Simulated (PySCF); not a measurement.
**BF2H (ac1l3f57): QCISD(T)/STO-3G**

Wanted: the energy of BF2H (ac1l3f57). 

The calculation is run with PySCF 2.14.0.

## Step 1: The molecule

BF2H has 4 atoms, charge 0, and is taken as a singlet. As SMILES, `FBF`. The shape is that of a PBE0-D4/def2-TZVP optimisation.

Bond lengths: F1–B2 1.313 Å, B2–F3 1.313 Å, B2–H4 1.191 Å. Angles: F1–B2–F3 118.1°, F1–B2–H4 121.0°, F3–B2–H4 121.0°.

## Step 2: A single-point energy at QCISD(T)/STO-3G

Input file job.py:

```python
from pyscf import gto, scf, cc

mol = gto.M(
    atom='''
F      2.181311     0.863416    -0.683892
B     -0.003590    -0.058582     0.047621
F     -2.070006     0.999098    -0.829401
H     -0.107714    -1.803933     1.465672
''',
    verbose=4,
    spin=0,
    unit='bohr',
    charge=0,
    basis='sto-3g',
    max_memory=1860,
)

calc0 = scf.RHF(mol)
calc0.conv_tol = 1e-10
calc0.kernel()
if not calc0.converged:
    calc0 = calc0.newton().run(calc0.mo_coeff, calc0.mo_occ)

mycc = cc.QCISD(calc0, frozen=3)
mycc.kernel()
e_t = mycc.qcisd_t()
energy = mycc.e_tot + e_t
print(f'total energy: {energy:.8f} hartree')
```

Command:

```sh
OMP_NUM_THREADS=1 python job.py
```

**Question.** What will come out? Wanted: total energy; dipole moment; HOMO energy; LUMO energy; HOMO–LUMO gap; correlation energy; (T) correction; T1 diagnostic.

Answer, from the run:

Level: QCISD(T)/STO-3G, 3 core orbitals frozen.

| quantity | value |
| --- | --- |
| total energy | -221.23794 Eh |
| dipole moment (Hartree–Fock density) | 0.34 D |
| HOMO energy (Hartree–Fock orbitals) | -11.59 eV |
| LUMO energy (Hartree–Fock orbitals) | 8.42 eV |
| HOMO–LUMO gap (Hartree–Fock orbitals) | 20.00 eV |
| correlation energy (3 core orbitals frozen) | -103.3 mEh |
| (T) correction | -5.83 mEh |
| T1 diagnostic | 0.018 |

What this shows: Mulliken charges of the mean-field density run from -0.20 on F1 to +0.49 on B2; they depend strongly on the basis. The triples make up 5.6 % of the correlation energy.
